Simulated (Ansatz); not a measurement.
```yaml
crystal:
  periodic: [false, false, false]
  atoms:
    - {symbol: C, position_ang: [-1.829946, 0.949533, 0.695081]}
    - {symbol: C, position_ang: [-0.465740, 0.539987, -0.174645]}
    - {symbol: C, position_ang: [0.480063, -0.550292, 0.180976]}
    - {symbol: C, position_ang: [1.844286, -0.959814, -0.688731]}
    - {symbol: H, position_ang: [-2.841385, 0.846959, 0.009414]}
    - {symbol: H, position_ang: [-1.781556, 2.114451, 1.074911]}
    - {symbol: H, position_ang: [-1.963149, 0.234469, 1.678270]}
    - {symbol: H, position_ang: [-0.243121, 1.198024, -1.178290]}
    - {symbol: H, position_ang: [0.257422, -1.208335, 1.184613]}
    - {symbol: H, position_ang: [2.855634, -0.857852, -0.002849]}
    - {symbol: H, position_ang: [1.795635, -2.124542, -1.069133]}
    - {symbol: H, position_ang: [1.977872, -0.244297, -1.671539]}
basis:
  gaussian: {orbitals: aug-cc-pVTZ}
hamiltonian: {xc: {name: HF}}
correlation: {active_space: {window: {electrons: 3, orbitals: 2}}}
output: {forces: true}
```

```sh
$ ansatz run in.yaml --threads 4 --pin off --events-out ev --progress --plain --max-ram 10444MiB
```

**Question.** How does Ansatz answer? (Estimate.)

**Answer.** Computed: The run stopped with an error.
```
Functional definition: HF
2090 factors; integrals over basis functions are off by at most 8.9e-4 eV
mean field evaluation 1: about -4242.6765 eV, gradient 2.9e1 eV
mean field evaluation 2: about -4242.6761 eV, gradient 2.9e1 eV
mean field evaluation 4: about -4245.6435 eV, gradient 3.4e0 eV
mean field evaluation 8: about -4245.6928 eV, gradient 6.6e-5 eV
mean field -4245.69275008 eV, -156.0263307316 hartree, gradient 9.7e-7 eV, S^2 0.000000; 0 other end points of the search recorded, 0 dependent functions left out
reference -4245.69275008 eV, -156.0263307316 hartree; 16, 16 occupied and 352, 352 virtual orbitals, 2090 factors
Error: 3 electrons in 2 orbitals form no window around the highest filled level of the reference
```
